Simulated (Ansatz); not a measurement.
# AlHF2: basis-set convergence

An exercise on one series of results from a longer session: the logs are not shown, and one member is left open.

Program: Ansatz 0.2.0, Gaussian basis. Level of theory: one geometry, several basis sets. These are calculated values, not measurements.

The runs, in order: PBE0-D4/def2-SVP; ωB97M-V/def2-SVP; PBE0-D4/def2-QZVPP; ωB97M-V/def2-QZVPP; CCSD(T)/cc-pV(D+d)Z; CCSD(T)/cc-pV(T+d)Z; CCSD(T)/cc-pV(Q+d)Z; the functionals' def2-TZVPP values are taken from earlier runs.

## The relaxed structure

The geometry comes from an earlier relaxation with PBE0-D4 in a triple-zeta def2 set; it is a stationary point.

SMILES `[F][AlH][F]`, 4 atoms, charge 0, spin multiplicity 1.

Atoms are counted from 1 here; the program's logs count them from 0.

Bond lengths: F1–Al2 1.639 Å, Al2–F3 1.639 Å, Al2–H4 1.559 Å. Angles: F1–Al2–F3 118.0°, F1–Al2–H4 121.0°, F3–Al2–H4 121.0°.

Set-up of the first run:

in.yaml

```yaml
crystal:
  periodic: [false, false, false]
  atoms:
    - {symbol: F, position_ang: [-0.018954, -0.988335, 1.292495]}
    - {symbol: Al, position_ang: [0.039062, 0.004898, -0.009778]}
    - {symbol: F, position_ang: [-1.212131, -0.040761, -1.067242]}
    - {symbol: H, position_ang: [1.247623, 0.963897, -0.235776]}
basis:
  gaussian: {orbitals: def2-SVP}
hamiltonian: {xc: pbe0, dispersion: d4}
output: {orbitals: {seedname: orbitals}}
```

Launch:

```
$ ansatz run in.yaml --threads 2 --pin off --events-out ev --progress --plain --max-ram 32768MiB --backend cpu
```

Among the steps run: PBE0-D4 in def2-SVP; ωB97M-V in def2-SVP; PBE0-D4 in def2-QZVPP; ωB97M-V in def2-QZVPP.

One of the session's tables, all rows but one given; the rest of the session is left out.

It belongs to the step «Functionals by basis». 

```
functional       basis  HOMO (eV)
   PBE0-D4    def2-SVP     -10.01
   PBE0-D4  def2-TZVPP     -10.12
   PBE0-D4  def2-QZVPP          ?
   ωB97M-V    def2-SVP     -12.27
   ωB97M-V  def2-TZVPP     -12.42
   ωB97M-V  def2-QZVPP     -12.45
```

**Question.** Estimate the row for PBE0-D4, def2-QZVPP.

As computed: HOMO (eV): -10.14. In the column «HOMO (eV)» it lies between ωB97M-V, def2-SVP (-12.27) and PBE0-D4, def2-TZVPP (-10.12).
